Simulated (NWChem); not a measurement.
System: ammonia (NH3); SMILES N

```xyz
4

N      0.0000     0.0000     0.1389
H      0.6618     0.6618    -0.2664
H      0.2422    -0.9040    -0.2664
H     -0.9040     0.2422    -0.2664
```
Atoms are numbered in this order, from 1.

Level: PBE0/def2-SVP (NWChem); excitation at 532 nm, off resonance, unscaled harmonic frequencies. Geometry: optimised at PBE0/def2-SVP.

Question: Give the Raman lines with relative activities.

Answer: 
```csv
wavenumber (cm⁻¹),relative intensity
1059,7.6
1657,14
3497,100
3628,89
```
